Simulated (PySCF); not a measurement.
**ORD: `InChI=1S/C4H4Cl2/c1-4(6)2-3-5/h3H,1H3`**

Geometry (Å), atoms numbered from 1 in this order:
```xyz
10

C    -1.4677   -0.5332    0.5089
C    -0.5343    0.2180   -0.3777
Cl   -1.3004    0.9973   -1.7442
C     0.7433    0.3690   -0.1973
C     2.0280    0.4877   -0.0793
Cl    3.1383   -0.6473   -0.7857
H    -1.9735   -1.3096   -0.0627
H    -0.9178   -0.9877    1.3284
H    -2.2245    0.1398    0.9089
H     2.5175    1.2706    0.4782
```

Theory: TDDFT LC-wPBE/aug-cc-pVDZ circular dichroism and optical rotation, one conformer, gas phase (PySCF). Geometry: GFN2-xTB.

No stereocentre is labelled: unless the shape is locked (an allene, a helicene, a hindered biaryl), the mirror image is equally populated and a measured rotation or CD is zero. Singlets 9 and 10 lie within 0.01 eV of each other, so their separate moments and overlaps can depend on how they mix.

(1) Give the optical rotatory dispersion at 633, 589.3, 546, 436, 405, 365, 355 nm.

(2) And for the mirror image at 589.3 nm?

(3) What is the molar rotation [Φ] = [α]·M/100 of the geometry above at 589.3 nm?

Results:

(1) [α] in deg dm⁻¹ (g/mL)⁻¹:
| λ (nm) | origin-invariant length gauge | modified velocity gauge | length gauge (centre of mass) | isotropic polarisability (au) |
| --- | --- | --- | --- | --- |
| 633 | -232.1 | -237.9 | -219.7 | 83.5 |
| 589.3 | -273.9 | -280.7 | -259.4 | 83.9 |
| 546 | -328.2 | -336.3 | -310.8 | 84.5 |
| 436 | -578.4 | -592.4 | -548.3 | 86.9 |
| 405 | -706.9 | -724.0 | -670.4 | 88.1 |
| 365 | -954.7 | -977.5 | -906.1 | 90.1 |
| 355 | -1038.9 | -1063.6 | -986.1 | 90.8 |

(2) +273.9 deg dm⁻¹ (g/mL)⁻¹ (origin-invariant length gauge): the same size and the opposite sign.

(3) With M = 122.98 g/mol, -336.8 deg cm² dmol⁻¹ (origin-invariant length gauge).

The first excitation lies at 5.28 eV (235 nm) with R = +0.5 × 10⁻⁴⁰ esu² cm² (velocity form).
